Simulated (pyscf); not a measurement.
Structures and frequencies: ωB97X-D3(BJ)/def2-SVP in PySCF. Correlated levels are frozen-core, on RHF or UHF. ΔMP2 is the change of the MP2 total energy from the triple- to the quadruple-zeta basis.

Q: How much does it cost (ΔH, 298 K, CCSD(T)/def2-TZVPP + ΔMP2(QZVPP)) to split `[NH2][Ga]([F])[Cl]` at its F–Ga bond into [H₂N–Ga–Cl]• + F•?

A: F–Ga to [H₂N–Ga–Cl]• + F•: 130.0 kcal/mol. The radicals are drawn with the spin at the cut bond; how far it spreads was not checked. Other isomers of [H₂N–Ga–Cl]• were not searched in full and may lie lower. The CCSD(T) − MP2 part came from Ansatz, without density fitting, on the same reference. The frozen core leaves the outer d or s,p core shells of the metals and heavy elements correlated in the MP2 and CC values, and def2-TZVPP describes them poorly, which can shift differences by a few kcal/mol. Left out: the spin-orbit lowering of F. Elements up to Kr have no core potential and no relativistic terms here.
